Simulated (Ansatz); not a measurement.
The input, for Ansatz 0.2.0:

```yaml
crystal:
  periodic: [false, false, false]
  atoms:
    - {symbol: O, position_ang: [0.000000, 0.000000, 0.000000]}
    - {symbol: H, position_ang: [0.000000, 0.000000, 0.884000]}
basis:
  gaussian: {orbitals: cc-pVDZ}
magnetization: {spin_polarized: true, initial_magnetization: 1}
correlation: {method: ccsd_t, electrons: outside_noble_gas}
```

```sh
$ ansatz run in.yaml --threads 1 --pin off --events-out ev --progress --plain --max-ram 2393MiB
```

Output:

```
173 factors; integrals over basis functions are off by at most 1.4e-3 eV
mean field evaluation 1: about -2050.9760 eV, gradient 1.1e1 eV
mean field evaluation 2: about -2050.9764 eV, gradient 1.1e1 eV
mean field evaluation 4: about -2051.3893 eV, gradient 8.9e-1 eV
mean field evaluation 8: about -2051.3929 eV, gradient 2.2e-4 eV
mean field evaluation 16: about -2050.4247 eV, gradient 1.4e1 eV
mean field evaluation 32: about -2051.3929 eV, gradient 3.1e-3 eV
mean field -2051.39292191 eV, -75.3872993963 hartree, gradient 2.0e-6 eV, S^2 0.753843; 2 other end points of the search recorded, 0 dependent functions left out
1 core orbitals not correlated: weight in the atoms' cores, before any rotation towards them, 1.000 or more for the frozen orbitals, at most 0.000 for the correlated occupied ones
reference -2051.39292191 eV, -75.3872993963 hartree; 4, 3 occupied and 14, 15 virtual orbitals, 173 factors
second order -3.97529963 eV of doubles, -0.00000000 eV of singles
cycle   1  -4.27195098 eV  change   -3.0e-1 eV  update   2.6e-2
cycle   2  -4.35680000 eV  change   -8.5e-2 eV  update   8.7e-3
cycle   3  -4.36347666 eV  change   -6.7e-3 eV  update   2.5e-3
cycle   4  -4.36339011 eV  change    8.7e-5 eV  update   9.7e-4
cycle   5  -4.36358722 eV  change   -2.0e-4 eV  update   3.5e-4
cycle   6  -4.36366223 eV  change   -7.5e-5 eV  update   1.1e-4
cycle   7  -4.36364810 eV  change    1.4e-5 eV  update   3.7e-5
cycle   8  -4.36364828 eV  change   -1.8e-7 eV  update   1.0e-5
cycle   9  -4.36364781 eV  change    4.7e-7 eV  update   2.2e-6
perturbative correction -0.04266669 eV, -0.0015679720 hartree
Total energy: -2055.79923642 eV, -75.5492284675 hartree
```

For the same geometry and basis full CI lies 9.9 meV lower.

Ran on 1 thread of Arm Neoverse V1, shared host: 0.27 s wall, 0.07 GiB peak host memory.
